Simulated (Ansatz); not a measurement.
Consider the formal loss of a carbene: `C/C=C\CCC` → `C/C=C\CC` + `[CH2]` (triplet).

Program: Ansatz. Geometries: PBE0-D4/def2-TZVP. ΔE: electronic, gas phase. CBS: MP2 limit from def2 TZ/QZ plus the TZ coupled-cluster correction, frozen cores. This one scheme is used for every species. Double bonds are as drawn, so ΔE can hold a change between cis and trans. DFT in def2-TZVPP. B3LYP here is the variant with VWN-RPA as its local correlation; programs differ in this. Triplets are unrestricted, without spin–orbit coupling. Each species was taken in one conformer, which may not be the lowest.

`C/C=C\CCC`:

Cartesian coordinates in Å:
```
C -1.519 1.643 -0.760
C -1.714 0.168 -0.648
C -0.777 -0.776 -0.667
C 0.701 -0.601 -0.794
C 1.454 -1.015 0.472
C 1.165 -0.110 1.657
H -2.069 2.043 -1.618
H -0.472 1.925 -0.871
H -1.912 2.152 0.126
H -2.746 -0.156 -0.537
H -1.107 -1.808 -0.558
H 1.056 -1.215 -1.631
H 0.954 0.434 -1.041
H 1.189 -2.049 0.723
H 2.528 -1.017 0.260
H 1.467 0.920 1.445
H 0.098 -0.099 1.892
H 1.704 -0.437 2.549
```

`C/C=C\CC`:

Cartesian coordinates in Å:
```
C -0.261 0.415 -2.123
C -0.399 1.200 -0.863
C -0.426 0.737 0.384
C -0.310 -0.681 0.837
C 0.908 -0.901 1.728
H -1.136 0.557 -2.766
H 0.605 0.757 -2.699
H -0.146 -0.654 -1.947
H -0.487 2.276 -0.996
H -0.529 1.467 1.185
H -0.271 -1.362 -0.016
H -1.213 -0.947 1.400
H 0.882 -0.240 2.599
H 0.952 -1.930 2.093
H 1.832 -0.693 1.183
```

`[CH2]` (triplet):

```xyz
3

C     0.232    0.114    0.097
H    -0.376   -0.318    0.877
H     0.145    0.203   -0.974
```

Is it downhill or uphill in electronic energy at CCSD(T)/CBS, and by how much? (Estimate.)

Ansatz gave: Uphill: ΔE = +4.53 eV.

What do these levels give: r2SCAN0-D4, B2PLYP, B3LYP, HF/def2-SVP, MP2/def2-TZVPP, SCS-MP2/def2-TZVPP? (Best estimate.)

Ansatz gave: r2SCAN0-D4 4.25, B2PLYP 4.40, B3LYP 4.30, HF/def2-SVP 3.04, MP2/def2-TZVPP 4.56, SCS-MP2/def2-TZVPP 4.55 eV.

Largest T1 diagnostic among the species: 0.011.

Leaving LDA and LC-ωPBE aside and taking each functional with its dispersion term where it has one, the values, not all of them listed here, spread over 0.39 eV, from r2SCAN0-D4 to ωB97X-V. LDA lies +0.80 eV from PBE without D4. The D4 term adds +0.14 eV with B3LYP and +0.08 eV with PBE0; it sums over pairs of atoms, weighted by their polarisabilities, and B3LYP, whose exchange is more repulsive, gets the larger term.
